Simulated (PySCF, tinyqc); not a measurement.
Worked calculation: FCI on RHF in the sto-6g basis, for HF, spin multiplicity 1. The lowest restricted solution is unstable here: a spin-polarised one lies 0.1574 hartree lower (PySCF). One step of it, computed by the program tinyqc.

Task: Iteration 1: building the Fock matrix. J_ij = sum D_kl (ij|kl), K_ij = sum D_kl (ik|jl); F = H + J - 0.5 K; E = tr D H + tr D J / 2 - 0.25 tr D K + E_nn.

D at the start:
```
,1F 1s,1F 2s,1F 2px,1F 2py,1F 2pz,2H 1s
1F 1s,2.153400,-0.499547,0.000000,0.000000,0.002456,-0.008903
1F 2s,-0.499547,2.146991,0.000000,0.000000,-0.013454,0.043919
1F 2px,0.000000,0.000000,1.637453,0.000000,0.000000,0.000000
1F 2py,0.000000,0.000000,0.000000,1.637453,0.000000,0.000000
1F 2pz,0.002456,-0.013454,0.000000,0.000000,1.615240,0.140463
2H 1s,-0.008903,0.043919,0.000000,0.000000,0.140463,1.010466
```

core Hamiltonian H = T + V (hartree):
```
,1F 1s,1F 2s,1F 2px,1F 2py,1F 2pz,2H 1s
1F 1s,-40.714048,-9.076321,0.000000,0.000000,-0.004003,-0.239569
1F 2s,-9.076321,-10.682462,0.000000,0.000000,-0.047379,-0.668384
1F 2px,0.000000,0.000000,-8.507340,0.000000,0.000000,0.000000
1F 2py,0.000000,0.000000,0.000000,-8.507340,0.000000,0.000000
1F 2pz,-0.004003,-0.047379,0.000000,0.000000,-8.524095,-0.526358
2H 1s,-0.239569,-0.668384,0.000000,0.000000,-0.526358,-3.072372
```

Two-electron integrals (ij|kl) in chemists' order, unique and non-zero (hartree):
```
i,j,k,l,(ij|kl)
1,1,1,1,5.406240
2,1,1,1,0.768129
2,1,2,1,0.138909
2,2,1,1,1.266271
2,2,2,1,0.283987
2,2,2,2,0.926367
3,1,3,1,0.029452
3,2,3,1,0.044681
3,2,3,2,0.204753
3,3,1,1,1.266273
3,3,2,1,0.283987
3,3,2,2,0.926366
3,3,3,3,0.998085
4,1,4,1,0.029452
4,2,4,1,0.044681
4,2,4,2,0.204753
4,3,4,3,0.053789
4,4,1,1,1.266273
4,4,2,1,0.283987
4,4,2,2,0.926366
4,4,3,3,0.890506
4,4,4,4,0.998085
5,1,5,1,0.029452
5,2,5,1,0.044681
5,2,5,2,0.204753
5,3,5,3,0.053789
5,4,5,4,0.053789
5,5,1,1,1.266273
5,5,2,1,0.283987
5,5,2,2,0.926366
5,5,3,3,0.890506
5,5,4,4,0.890506
5,5,5,5,0.998085
6,1,1,1,0.021350
6,1,2,1,0.003708
6,1,2,2,0.007439
6,1,3,3,0.007427
6,1,4,4,0.007427
6,1,5,1,0.000162
6,1,5,2,0.000321
6,1,5,5,0.007461
6,1,6,1,0.000101
6,2,1,1,0.067535
6,2,2,1,0.015438
6,2,2,2,0.057946
6,2,3,3,0.057131
6,2,4,4,0.057131
6,2,5,1,0.001112
6,2,5,2,0.009093
6,2,5,5,0.059576
6,2,6,1,0.000414
6,2,6,2,0.005015
6,3,3,1,0.001525
6,3,3,2,0.009347
6,3,5,3,0.001826
6,3,6,3,0.000656
6,4,4,1,0.001525
6,4,4,2,0.009347
6,4,5,4,0.001826
6,4,6,4,0.000656
6,5,1,1,0.052542
6,5,2,1,0.012154
6,5,2,2,0.048575
6,5,3,3,0.046797
6,5,4,4,0.046797
6,5,5,1,0.002212
6,5,5,2,0.015877
6,5,5,5,0.052132
6,5,6,1,0.000336
6,5,6,2,0.005145
6,5,6,5,0.005840
6,6,1,1,0.289027
6,6,2,1,0.067185
6,6,2,2,0.288557
6,6,3,3,0.283310
6,6,4,4,0.283310
6,6,5,1,0.003964
6,6,5,2,0.046441
6,6,5,5,0.299050
6,6,6,1,0.001797
6,6,6,2,0.036336
6,6,6,5,0.042587
6,6,6,6,0.774999
```

nuclear repulsion = 2.60393379 hartree

Give: Coulomb J; exchange K; Fock matrix F; total energy of this density.

Result:

Coulomb J (hartree):
```
,1F 1s,1F 2s,1F 2px,1F 2py,1F 2pz,2H 1s
1F 1s,20.0977,3.5864,0.0000,0.0000,0.0037,0.0966
1F 2s,3.5864,9.2722,0.0000,0.0000,0.0469,0.5761
1F 2px,0.0000,0.0000,9.2671,0.0000,0.0000,0.0000
1F 2py,0.0000,0.0000,0.0000,9.2671,0.0000,0.0000
1F 2pz,0.0037,0.0469,0.0000,0.0000,9.2824,0.4875
2H 1s,0.0966,0.5761,0.0000,0.0000,0.4875,3.3827
```

exchange K (hartree):
```
,1F 1s,1F 2s,1F 2px,1F 2py,1F 2pz,2H 1s
1F 1s,11.3167,1.7813,0.0000,0.0000,0.0005,0.0549
1F 2s,1.7813,3.0180,0.0000,0.0000,0.0038,0.2327
1F 2px,0.0000,0.0000,2.2696,0.0000,0.0000,0.0000
1F 2py,0.0000,0.0000,0.0000,2.2696,0.0000,0.0000
1F 2pz,0.0005,0.0038,0.0000,0.0000,2.2686,0.1964
2H 1s,0.0549,0.2327,0.0000,0.0000,0.1964,0.8202
```

Fock matrix F (hartree):
```
,1F 1s,1F 2s,1F 2px,1F 2py,1F 2pz,2H 1s
1F 1s,-26.2747,-6.3806,0.0000,0.0000,-0.0006,-0.1704
1F 2s,-6.3806,-2.9193,0.0000,0.0000,-0.0024,-0.2087
1F 2px,0.0000,0.0000,-0.3750,0.0000,0.0000,0.0000
1F 2py,0.0000,0.0000,0.0000,-0.3750,0.0000,0.0000
1F 2pz,-0.0006,-0.0024,0.0000,0.0000,-0.3760,-0.1371
2H 1s,-0.1704,-0.2087,0.0000,0.0000,-0.1371,-0.0998
```

total energy of this density = -99.865310 hartree

This density is the starting one; it is not idempotent, so its energy is not variational and may lie below the converged one.
